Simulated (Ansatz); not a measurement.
# AlBeH2 (quartet): wave-function methods side by side, def2-QZVPP

The task here is to estimate one member of a computed series from the others.

Program: Ansatz 0.2.0, Gaussian basis. Level of theory: def2-QZVPP, core rule «outside noble gas», up to 6 orbitals frozen. These are calculated values, not measurements.

Plan: UHF; ROHF; CCSD(T) on UHF.

2 further runs of the same task are left out: 2 set aside as unsound or not needed. Runs told in other sessions of the task aren't counted.

### The geometry

The geometry is a PBE0/def2-TZVP stationary point (not a proven minimum) of the parent state, kept for this charge and spin.

4 atoms, charge 0, spin multiplicity 4.

Atoms are counted from 1 here; the program's logs count them from 0.

Bond lengths: Al1–H3 1.603 Å, Be2–H4 1.345 Å.

The first run:

Input file in.yaml:

```yaml
crystal:
  periodic: [false, false, false]
  atoms:
    - {symbol: Al, position_ang: [0.000000, -0.087238, 0.612491]}
    - {symbol: Be, position_ang: [0.000000, 0.145516, -1.694725]}
    - {symbol: H, position_ang: [0.000000, 0.998189, 1.792085]}
    - {symbol: H, position_ang: [0.000000, 0.036007, -3.035011]}
basis:
  gaussian: {orbitals: "def2-QZVPP.json"}
magnetization: {spin_polarized: true, initial_magnetization: 3}
hamiltonian: {xc: hf}
output: {orbitals: {seedname: orbitals}}
```

Launch:

```sh
> ansatz run in.yaml --threads 1 --pin off --events-out ev --progress --plain --max-ram 2393MiB
```

Steps of the session up to this table: UHF; ROHF; CCSD(T) on UHF.

One table of the session follows, with a row left open; its other results are not shown here.

```
  method  from UCCSD(T) (meV)
    ROHF              +3304.6
     UHF              +3282.8
    UMP2                    ?
   UCCSD               +108.4
UCCSD(T)                    0
```

Q: Estimate the row for UMP2 from the others.

As computed: from UCCSD(T) (meV): +812.3. In the column «from UCCSD(T) (meV)» it lies between UCCSD (+108.4) and UHF (+3282.8).
